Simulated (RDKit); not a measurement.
RDKit input (UFF):

```python
from rdkit import Chem
from rdkit.Chem import AllChem, rdDetermineBonds

mol = Chem.MolFromXYZFile('mol.xyz')
rdDetermineBonds.DetermineBonds(mol, charge=-1)
print('SMILES', Chem.MolToSmiles(Chem.RemoveHs(mol)))
ff = AllChem.UFFGetMoleculeForceField(mol)
e0 = ff.CalcEnergy()
flag = ff.Minimize(maxIts=5000, forceTol=1e-5)
print(f'energy {e0:.4f} -> {ff.CalcEnergy():.4f} kcal/mol, converged: {flag == 0}')
print(Chem.MolToXYZBlock(mol))
```
mol.xyz:
```
5

C     -0.01075073     0.64443952    -0.00020773
C      1.14148505    -0.05703999     0.00113003
F     -1.11822560    -0.31777191    -0.00099264
H      1.19675056    -1.15149369     0.00151889
H      2.08287389     0.48704365     0.00188105
```

Output:

```
SMILES C=[C-]F
energy 11.2460 -> 0.1324 kcal/mol, converged: True
5

C     -0.019775    0.526319   -0.000180
C      1.166643   -0.075172    0.001160
F     -1.162761   -0.207661   -0.001070
H      1.234941   -1.158297    0.001558
H      2.073085    0.519989    0.001861
```

The dipole moment of an ion depends on the origin.
